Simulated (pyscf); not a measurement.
## Insertion: HN=Si: [singlet] + SiH₄ -> HN=SiH–SiH₃

Gas phase, singlet surface, charge 0. Bonds broken: Si4–H5. Bonds formed: Si2–Si4, Si2–H5. Single points on ωB97X-D3(BJ)/def2-SVP structures (PySCF, gas phase). Correlated levels are frozen-core, on RHF or UHF. ΔMP2 is the change of the MP2 total energy from the triple- to the quadruple-zeta basis.

Transition state (Å):

```xyz
8

N      1.4946     1.2961    -0.6920
Si     0.3184     0.7405     0.2657
H      1.8339     2.2262    -0.4341
Si    -1.1524    -1.0392     0.6858
H      0.0618    -0.7586    -0.5289
H     -0.5376    -2.3872     0.8571
H     -2.2000    -0.9245    -0.3650
H     -1.8086    -0.7314     2.0001
```

One imaginary mode, 474i cm⁻¹; descent along it reached the two sides named.

| bond | change | reactant side (Å) | saddle | product side |
|---|---|---|---|---|
| Si4–H5 | breaks | 1.489 | 1.740 | 3.3 |
| Si2–Si4 | forms | 3.9 | 2.347 | 2.341 |
| Si2–H5 | forms | 3.9 | 1.716 | 1.487 |

Electronic energies relative to the separated reactants (kcal/mol):

```json
[
 {"level": "ωB97X-D3(BJ)/def2-TZVP", "barrier": "43.4", "reaction energy": "-7.8", "reverse barrier": "51.1"},
 {"level": "PBE/def2-TZVP", "barrier": "39.2", "reaction energy": "-3.9", "reverse barrier": "43.2"},
 {"level": "r²SCAN/def2-TZVP", "barrier": "40.7", "reaction energy": "-5.1", "reverse barrier": "45.9"},
 {"level": "B3LYP-D3(BJ)/def2-TZVP", "barrier": "46.9", "reaction energy": "-1.4", "reverse barrier": "48.3"},
 {"level": "PBE0-D3(BJ)/def2-TZVP", "barrier": "41.0", "reaction energy": "-6.2", "reverse barrier": "47.2"},
 {"level": "M06-2X/def2-TZVP", "barrier": "49.3", "reaction energy": "+1.8", "reverse barrier": "47.5"},
 {"level": "ωB97M-D3(BJ)/def2-TZVP", "barrier": "50.1", "reaction energy": "+2.4", "reverse barrier": "47.7"},
 {"level": "HF/def2-TZVP", "barrier": "64.7", "reaction energy": "+5.0", "reverse barrier": "59.7"},
 {"level": "MP2/def2-QZVPP", "barrier": "49.5", "reaction energy": "-0.2", "reverse barrier": "49.7"},
 {"level": "CCSD/def2-TZVPP", "barrier": "52.1", "reaction energy": "+1.5", "reverse barrier": "50.6"},
 {"level": "CCSD(T)/def2-TZVPP", "barrier": "49.4", "reaction energy": "+1.0", "reverse barrier": "48.5"},
 {"level": "CCSD(T)/def2-TZVPP + ΔMP2(QZVPP)", "barrier": "48.5", "reaction energy": "0.0", "reverse barrier": "48.4"}
]
```

With CCSD(T)/def2-TZVPP + ΔMP2(QZVPP) energies and thermal terms (ideal gas, 1 atm, RRHO with modes under 100 cm⁻¹ raised to 100, one conformer, R ln 2 for chiral ones without a mode under 150 cm⁻¹), in kcal/mol:

```csv
T (K),ΔH‡,ΔG‡,ΔH,ΔG
298,47.9,56.2,+0.5,+8.5
600,48.0,64.7,+1.3,+16.3
900,48.4,72.9,+2.2,+23.6
1200,48.8,81.1,+3.2,+30.6
```

The same reactants have a lower exit, to :HSi–NH–SiH₃ [singlet] (barrier +15.4 kcal/mol at ωB97M-D3(BJ), against +50.1 kcal/mol here). HN=SiH–SiH₃ lies 28.5 kcal/mol over its isomer :HSi–NH–SiH₃ [singlet] (electronic energy, ωB97M-D3(BJ)). This is the saddle that the search found; another between the same sides may lie lower. The CCSD(T) − MP2 part came from Ansatz, without density fitting, on the same reference.
